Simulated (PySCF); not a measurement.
An unknown is described by computed data only.

Formula: C3H5ClS.

| Quantity | Value |
| --- | --- |
| 1H NMR | chemical shifts (computed TMS as zero) by class: 5.80 (1 H), 5.48 (1 H), 2.36 (3 H) ppm [GIAO PBE/pcSseg-2] |
| Triplet | lowest triplet excitation (Tamm–Dancoff): 3.80 eV [TDA wB97X-D/def2-SVPD] |
| Polarisability | 73.3 au [wB97X-D/def2-SVPD] |
| UV, first state | lowest singlet excitation: 5.13 eV (242 nm, f = 0.062) [TDDFT wB97X-D/def2-SVPD] |
| NMR, other nuclei | isotropic shieldings of nuclei other than C and H, by class: 390 (1 S), 623 (1 Cl) ppm [GIAO PBE/pcSseg-2] |
| Rotational structure | rotational constants A, B, C: 4.388, 2.504, 1.739 GHz [PBE0-D3(BJ)/def2-SVP] |
| Dipole | 1.21 D [wB97X-D/def2-SVPD] |
| 13C NMR | chemical shifts (computed TMS as zero) by class: 161.5 (1 C), 123.1 (1 C), 22.3 (1 C) ppm [GIAO PBE/pcSseg-2] |
| Valence photoelectron | vertical ionisation energy: 8.84 eV [ΔSCF wB97X-D/def2-SVPD] |
| UV, strongest line | among the 10 lowest singlet transitions: S5 at 6.74 eV (184 nm, f = 0.083) [TDDFT wB97X-D/def2-SVPD] |

Gas-phase values; electronic properties from PySCF, density fitting. Levels stand in brackets. The structure is a single PBE0-D3(BJ)/def2-SVP conformer in the gas phase; no vibrational or solvent corrections. Each NMR value is the plain mean over a class of atoms that symmetry, rotation or inversion makes alike.

Question: Give a SMILES that accounts for the data.

Answer: Numbering: `[CH2:1]=[C:2]([Cl:3])[S:4][CH3:5]`. Its formula, C3H5ClS, gives 1 degree of unsaturation: 0 rings and 1 π bond in the structure found. 3 carbons fall into 3 classes; from least to most shielded: vinylic C–Cl carbon [C2] (161.5 ppm), terminal =CH2 carbon [C1] (123.1 ppm), S-methyl carbon [C5] (22.3 ppm). Hydrogen classes from least to most shielded: 1 H on a terminal =CH2 carbon, C1 (5.80 ppm), 1 H on a terminal =CH2 carbon, C1 (5.48 ppm), 3 H on an S-methyl carbon, C5 (2.36 ppm, a mean of values up to 1.2 ppm apart in this geometry). The other shieldings belong to: 390 ppm, sulfide sulfur [S4]; 623 ppm, vinyl chlorine [Cl3]. The first electron is taken from the HOMO, whose largest Löwdin shares are 0.52 on the sulfide sulfur, 0.16 on the terminal =CH2 carbon, 0.14 on the vinylic C–Cl carbon and 0.08 on the S-methyl carbon. The optimised geometry has point group C1 and is an asymmetric top. Structure: `C=C(Cl)SC`. Computed isomers that give other values at the same levels: `CC(=S)CCl` (rotational constant A: 6.953 GHz; this holds for the one conformer computed). The assignments are read from this structure; whether some other isomer fits the data as well wasn't checked.

Shape of the structure used: `[CH2:1]=[C:2]([Cl:3])[S:4][CH3:5]`: C1–C2–S4–C5 -137°.
